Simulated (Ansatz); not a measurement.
# CH₃S− (SMILES [CH2-]S): functionals against CCSD(T) at one geometry

Aim: energy, forces and dipole at a structure displaced at random from a GFN2-xTB minimum, from CCSD(T) and from density functionals.

Program: Ansatz 0.2.0, Gaussian basis. Level of theory: single points in def2-TZVPPD. These are calculated values, not measurements.

Cores are frozen in the correlated methods.

## (1) Where the work starts

SMILES `[CH2-]S`, 5 atoms, charge -1, spin multiplicity 1.

Atoms are counted from 1 here; the program's logs count them from 0.

Bond lengths: C1–S2 1.851 Å, C1–H3 1.096 Å, C1–H4 0.989 Å, S2–H5 1.378 Å. Angles: S2–C1–H3 106.4°, S2–C1–H4 106.6°, H3–C1–H4 106.6°, C1–S2–H5 99.2°.

As a file:

```xyz
5

C    -0.1474   -0.6444   -0.2021
S     0.2820    1.0182    0.4896
H    -1.2302   -0.7610   -0.0764
H     0.2792   -1.3147    0.3862
H     0.8282    1.5915   -0.6378
```

## (2) CCSD(T)/def2-TZVPPD

Contents of run/in.yaml:

```yaml
crystal:
  periodic: [false, false, false]
  atoms:
    - {symbol: C, position_ang: [-0.147400, -0.644400, -0.202100]}
    - {symbol: S, position_ang: [0.282000, 1.018200, 0.489600]}
    - {symbol: H, position_ang: [-1.230200, -0.761000, -0.076400]}
    - {symbol: H, position_ang: [0.279200, -1.314700, 0.386200]}
    - {symbol: H, position_ang: [0.828200, 1.591500, -0.637800]}
basis:
  gaussian: {orbitals: "def2-TZVPPD.json"}
total_charge: -1
correlation: {method: ccsd_t}
output: {forces: true}
```

The basis file named in the input lies beside it (Basis Set Exchange, JSON).

No record of the launch command was kept for these runs.

## (3) PBE0-D4/def2-TZVPPD

Edit run/in.yaml of step 2 so:

```diff
@@ -11,3 +11,3 @@
 total_charge: -1
-correlation: {method: ccsd_t}
-output: {forces: true}
+hamiltonian: {xc: pbe0, dispersion: d4}
+output: {forces: true, orbitals: {seedname: orbitals}}
```

## (4) wB97M-V/def2-TZVPPD

Edit run/in.yaml of step 3 so:

```diff
@@ -11,3 +11,3 @@
 total_charge: -1
-hamiltonian: {xc: pbe0, dispersion: d4}
-output: {forces: true, orbitals: {seedname: orbitals}}
+hamiltonian: {xc: {name: wB97M-V}}
+output: {forces: true}
```

## (5) r2SCAN-D4/def2-TZVPPD

Edit run/in.yaml of step 4 so:

```diff
@@ -11,3 +11,3 @@
 total_charge: -1
-hamiltonian: {xc: {name: wB97M-V}}
+hamiltonian: {xc: r2scan, dispersion: d4}
 output: {forces: true}
```

## (6) PBE-D4/def2-TZVPPD

Edit run/in.yaml of step 5 so:

```diff
@@ -11,3 +11,3 @@
 total_charge: -1
-hamiltonian: {xc: r2scan, dispersion: d4}
+hamiltonian: {xc: pbe, dispersion: d4}
 output: {forces: true}
```

## (7) r2SCAN0-D4/def2-TZVPPD

Edit run/in.yaml of step 6 so:

```diff
@@ -11,3 +11,3 @@
 total_charge: -1
-hamiltonian: {xc: pbe, dispersion: d4}
+hamiltonian: {xc: {name: r2SCAN0}, dispersion: d4}
 output: {forces: true}
```

## (8) CAM-B3LYP-D4/def2-TZVPPD

Edit run/in.yaml of step 7 so:

```diff
@@ -11,3 +11,3 @@
 total_charge: -1
-hamiltonian: {xc: {name: r2SCAN0}, dispersion: d4}
+hamiltonian: {xc: {name: CAM-B3LYP}, dispersion: d4}
 output: {forces: true}
```

(Steps that only read results are left out.)

What does the calculation give? Wanted: RMS force component; RMS force error; HOMO and LUMO, PBE0-D4; T1 diagnostic.

As calculated:

| quantity | value |
| --- | --- |
| RMS force component | 1.727 to 1.818 eV/Å over the methods |
| RMS force error | PBE0-D4 0.146, wB97M-V 0.089, r2SCAN-D4 0.110, PBE-D4 0.209, r2SCAN0-D4 0.150, CAM-B3LYP-D4 0.122 eV/Å |
| HOMO and LUMO, PBE0-D4 | 0.86 and 3.96 eV |
| T1 diagnostic | 0.013 |

**Reading.** On forces the order runs from wB97M-V to PBE-D4. Frozen-core CCSD(T) forces in triple zeta carry basis errors of their own, and this is one geometry, so small gaps rank nothing.
